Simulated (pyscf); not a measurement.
HO–SiH₂–OH + H atom (H•) → HO–SiH₂–OH + H atom (H•) (substitution at Si; doublet surface; H–Si broken, H–Si formed). PySCF, gas phase, ωB97X-D3(BJ)/def2-SVP geometries. MP2 and CC: frozen core, UHF for open shells. ΔMP2 is the change of the MP2 total energy from the triple- to the quadruple-zeta basis. Energies in kcal/mol from the separated reactants.

```tsv
level	barrier	reaction energy
ωB97X-D3(BJ)/def2-TZVP	12.9	0.0
r²SCAN/def2-TZVP	6.4	0.0
B3LYP-D3(BJ)/def2-TZVP	9.5	0.0
ωB97M-D3(BJ)/def2-TZVP	12.9	0.0
MP2/def2-QZVPP	17.4	0.0
CCSD(T)/def2-TZVPP	14.6	0.0
CCSD(T)/def2-TZVPP + ΔMP2(QZVPP)	14.1	0.0
```

The same reactants have a lower exit, to HO–SiH•–OH + H₂ (barrier +7.2 kcal/mol at ωB97M-D3(BJ), against +12.9 kcal/mol here). This is the saddle that the search found; another between the same sides may lie lower. The angle at the attacked Si is 60° (front-side attack). The CCSD(T) − MP2 part came from Ansatz, without density fitting, on the same reference.
